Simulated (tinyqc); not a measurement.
RHF in the sto-3g basis, for CH3-, spin multiplicity 1, step by step (part 2 of 2). The basis has no diffuse functions, so it cannot describe the extra electron: this is an exercise in the method, not the real anion. Computed by tinyqc, a small Python program that keeps every step (integrals from PySCF). Command: `OMP_NUM_THREADS=1 python tinyqc.py 21611 21612 out.jsonl` (the two numbers bound the seeds that draw the settings). One thread of a shared host (Intel(R) Xeon(R) Processor @ 2.60GHz), about 0.09 s of CPU time with the checks.

Geometry (angstrom):
```
atom,x,y,z
C,0.000000,0.000000,0.053000
H,1.032000,0.000000,0.000000
H,-0.516000,0.894000,0.000000
H,-0.516000,-0.894000,0.000000
```

## Iteration 2: DIIS over 2 matrices

error matrix X^T (FDS - SDF) X:
```
,1,2,3,4,5,6,7,8
1,0.000000,-0.140340,-0.000006,0.000000,0.010114,0.077695,0.077686,0.077686
2,0.140340,0.000000,-0.000011,0.000000,-0.000788,-0.061237,-0.061291,-0.061291
3,0.000006,0.000011,0.000000,0.000000,0.000003,-0.102464,0.051274,0.051274
4,0.000000,0.000000,0.000000,0.000000,0.000000,0.000000,-0.088778,0.088778
5,-0.010114,0.000788,-0.000003,0.000000,0.000000,0.003980,0.003980,0.003980
6,-0.077695,0.061237,0.102464,0.000000,-0.003980,0.000000,-0.000005,-0.000005
7,-0.077686,0.061291,-0.051274,0.088778,-0.003980,0.000005,0.000000,0.000000
8,-0.077686,0.061291,-0.051274,-0.088778,-0.003980,0.000005,0.000000,0.000000
```

B (overlaps of the stored error matrices):
```
,1,2
1,8.1644460e+00,-9.5733454e-01
2,-9.5733454e-01,1.6147193e-01
```

Minimise |sum c_i e_i|^2 with sum c_i = 1: solve [B -1; -1 0][c; lambda] = [0; -1] with B_ij = tr e_i^T e_j, and take F = sum c_i F_i.

DIIS coefficients: 0.109252  0.890748

extrapolated F (hartree), lower triangle:
```
,1C 1s,1C 2s,1C 2px,1C 2py,1C 2pz,2H 1s,3H 1s,4H 1s
1C 1s,-10.275710
1C 2s,-2.806392,-0.978170
1C 2px,-0.000002,-0.000103,0.251321
1C 2py,0.000000,0.000000,0.000000,0.251367
1C 2pz,0.004540,0.014499,0.000008,0.000000,0.256172
2H 1s,-0.815872,-0.525986,-0.207116,0.000000,0.016136,-0.116123
3H 1s,-0.815446,-0.525808,0.103513,-0.179355,0.016131,-0.192336,-0.115925
4H 1s,-0.815446,-0.525808,0.103513,0.179355,0.016131,-0.192336,-0.192230,-0.115925
```

## Iteration 2: diagonalisation and new density

X, lower triangle:
```
,1C 1s,1C 2s,1C 2px,1C 2py,1C 2pz,2H 1s,3H 1s,4H 1s
1C 1s,1.028633
1C 2s,-0.171430,1.527467
1C 2px,-0.000007,0.000148,1.227836
1C 2py,0.000000,0.000000,0.000000,1.227821
1C 2pz,0.001959,-0.023467,-0.000008,0.000000,1.001094
2H 1s,0.026176,-0.388442,-0.390703,0.000000,0.018173,1.323424
3H 1s,0.026174,-0.388223,0.195235,-0.338258,0.018160,-0.039183,1.323198
4H 1s,0.026174,-0.388223,0.195235,0.338258,0.018160,-0.039183,-0.039188,1.323198
```

Diagonalise F' = X^T F X, C = X C', fill 5 alpha and 5 beta electrons from the bottom; D = 2 C_occ C_occ^T. Each column has its largest component positive (the first on a tie).

F' = X^T F X (hartree), lower triangle:
```
,1,2,3,4,5,6,7,8
1,-10.030186
2,-1.588402,0.204754
3,0.000013,0.000067,0.694324
4,0.000000,0.000000,0.000000,0.694367
5,0.007325,-0.022701,-0.000003,0.000000,0.258185
6,-0.142402,-0.470192,-0.555072,0.000000,0.025701,0.453069
7,-0.142243,-0.469997,0.277432,-0.480623,0.025689,-0.076825,0.452949
8,-0.142243,-0.469997,0.277432,0.480623,0.025689,-0.076825,-0.076816,0.452949
```

orbital energies (hartree): MO1 -10.283737, MO2 -0.392077, MO3 -0.072603, MO4 -0.072602, MO5 0.256114, MO6 1.151797, MO7 1.296735, MO8 1.296783

coefficients C:
```
,MO1,MO2,MO3,MO4,MO5,MO6,MO7,MO8
1C 1s,0.991477,-0.212169,0.000000,0.000028,-0.016139,-0.247447,0.000000,-0.000321
1C 2s,0.039934,0.539987,0.000000,-0.000126,0.074550,1.586402,0.000000,0.002310
1C 2px,0.000003,0.000098,0.000000,0.456376,0.000005,-0.001428,0.000000,1.236197
1C 2py,0.000000,0.000000,0.456338,0.000000,0.000000,0.000000,1.236178,0.000000
1C 2pz,-0.001051,-0.018494,0.000000,-0.000004,0.997506,-0.091509,0.000000,-0.000132
2H 1s,-0.008332,0.268407,0.000000,0.573388,-0.015770,-0.770881,0.000000,-1.031349
3H 1s,-0.008329,0.268274,0.496624,-0.286804,-0.015778,-0.772643,-0.892093,0.514007
4H 1s,-0.008329,0.268274,-0.496624,-0.286804,-0.015778,-0.772643,0.892093,0.514007
```

D after iteration 2, lower triangle:
```
,1C 1s,1C 2s,1C 2px,1C 2py,1C 2pz,2H 1s,3H 1s,4H 1s
1C 1s,2.056606
1C 2s,-0.152356,0.597476
1C 2px,-0.000009,-0.000008,0.416559
1C 2py,0.000000,0.000000,0.000000,0.416489
1C 2pz,-0.026434,0.128672,0.000004,0.000000,1.990721
2H 1s,-0.129877,0.286711,0.523414,0.000000,-0.041377,0.802268
3H 1s,-0.129862,0.286783,-0.261729,0.453257,-0.041380,-0.184250,0.802363
4H 1s,-0.129862,0.286783,-0.261729,-0.453257,-0.041380,-0.184250,-0.184180,0.802363
```

Within a degenerate level the vectors are fixed only up to a rotation; this is one choice.

## Iteration 7 (converged): orbitals

converged F (hartree), lower triangle:
```
,1C 1s,1C 2s,1C 2px,1C 2py,1C 2pz,2H 1s,3H 1s,4H 1s
1C 1s,-10.349083
1C 2s,-2.818498,-1.009697
1C 2px,-0.000003,-0.000092,0.222057
1C 2py,0.000000,0.000000,0.000000,0.222098
1C 2pz,0.004470,0.014330,0.000008,0.000000,0.227487
2H 1s,-0.819975,-0.545904,-0.229308,0.000000,0.017454,-0.143764
3H 1s,-0.819547,-0.545730,0.114615,-0.198582,0.017450,-0.197338,-0.143568
4H 1s,-0.819547,-0.545730,0.114615,0.198582,0.017450,-0.197338,-0.197228,-0.143568
```

As before.

F' = X^T F X (hartree), lower triangle:
```
,1,2,3,4,5,6,7,8
1,-10.104682
2,-1.586838,0.187672
3,0.000010,0.000080,0.676962
4,0.000000,0.000000,0.000000,0.677002
5,0.007289,-0.024102,-0.000002,0.000000,0.229585
6,-0.143213,-0.480204,-0.571199,0.000000,0.026749,0.439250
7,-0.143053,-0.480013,0.285499,-0.494595,0.026738,-0.077359,0.439132
8,-0.143053,-0.480013,0.285499,0.494595,0.026738,-0.077359,-0.077347,0.439132
```

orbital energies (hartree): MO1 -10.356647, MO2 -0.425898, MO3 -0.107312, MO4 -0.107305, MO5 0.227365, MO6 1.152216, MO7 1.300793, MO8 1.300841

coefficients C:
```
,MO1,MO2,MO3,MO4,MO5,MO6,MO7,MO8
1C 1s,0.991764,-0.212228,0.000000,0.000025,-0.016348,-0.246230,0.000000,-0.000318
1C 2s,0.038504,0.543581,0.000000,-0.000124,0.076003,1.585140,0.000000,0.002294
1C 2px,0.000003,0.000082,0.000000,0.460234,0.000004,-0.001410,0.000000,1.234766
1C 2py,0.000000,0.000000,0.460198,0.000000,0.000000,0.000000,1.234747,0.000000
1C 2pz,-0.001010,-0.018841,0.000000,-0.000003,0.997423,-0.092333,0.000000,-0.000130
2H 1s,-0.007903,0.266650,0.000000,0.570180,-0.016402,-0.771483,0.000000,-1.033125
3H 1s,-0.007900,0.266531,0.493835,-0.285182,-0.016411,-0.773237,-0.893641,0.514909
4H 1s,-0.007900,0.266531,-0.493835,-0.285182,-0.016411,-0.773237,0.893641,0.514909
```

D after iteration 7, lower triangle:
```
,1C 1s,1C 2s,1C 2px,1C 2py,1C 2pz,2H 1s,3H 1s,4H 1s
1C 1s,2.057807
1C 2s,-0.156837,0.605478
1C 2px,-0.000005,-0.000025,0.423630
1C 2py,0.000000,0.000000,0.000000,0.423565
1C 2pz,-0.026617,0.131054,0.000001,0.000000,1.990418
2H 1s,-0.128292,0.286648,0.524876,0.000000,-0.042756,0.793078
3H 1s,-0.128277,0.286730,-0.262458,0.454524,-0.042764,-0.182407,0.793144
4H 1s,-0.128277,0.286730,-0.262458,-0.454524,-0.042764,-0.182407,-0.182347,0.793144
```

## Convergence

Stop when the energy changes by less than 1e-10 hartree and every element of the error matrix X^T (F D S - S D F) X is below 3e-06.

Course of the cycle:
```
iteration,E (hartree),change,largest element of the error matrix
1,-35.69104053,-,9.41e-01
2,-38.77708843,-3.09e+00,1.40e-01
3,-38.79469386,-1.76e-02,1.25e-02
4,-38.79477956,-8.57e-05,2.50e-04
5,-38.79477973,-1.75e-07,4.46e-05
6,-38.79477974,-5.19e-09,2.95e-06
7,-38.79477974,-1.89e-11,6.30e-07
```

PySCF RHF in the same basis = -38.79477974 hartree

Converged in 7 iterations.

## Populations, bond orders and dipole

overlap S, lower triangle:
```
,1C 1s,1C 2s,1C 2px,1C 2py,1C 2pz,2H 1s,3H 1s,4H 1s
1C 1s,1.000000
1C 2s,0.248362,1.000000
1C 2px,0.000000,0.000000,1.000000
1C 2py,0.000000,0.000000,0.000000,1.000000
1C 2pz,0.000000,0.000000,0.000000,0.000000,1.000000
2H 1s,0.071078,0.523786,0.485279,0.000000,-0.024922,1.000000
3H 1s,0.071041,0.523653,-0.242551,0.420233,-0.024913,0.167278,1.000000
4H 1s,0.071041,0.523653,-0.242551,-0.420233,-0.024913,0.167278,0.167176,1.000000
```

Mulliken: Z minus the diagonal of D S on the atom; Loewdin: the same with S^(1/2) D S^(1/2); Mayer order: 2 sum_s sum (D(s) S)_ij (D(s) S)_ji over the two atoms.

Charges (e):
```
atom,Mulliken,Loewdin
1C,-0.613323,-0.687400
2H,-0.128853,-0.104164
3H,-0.128912,-0.104218
4H,-0.128912,-0.104218
```

Mayer bond orders:
```
pair,order
2-1,0.974822
3-1,0.974803
3-2,0.004287
4-1,0.974803
4-2,0.004287
4-3,0.004292
```

dipole moment about the origin, x y z (debye): 0.000143  0.000000  -0.441261
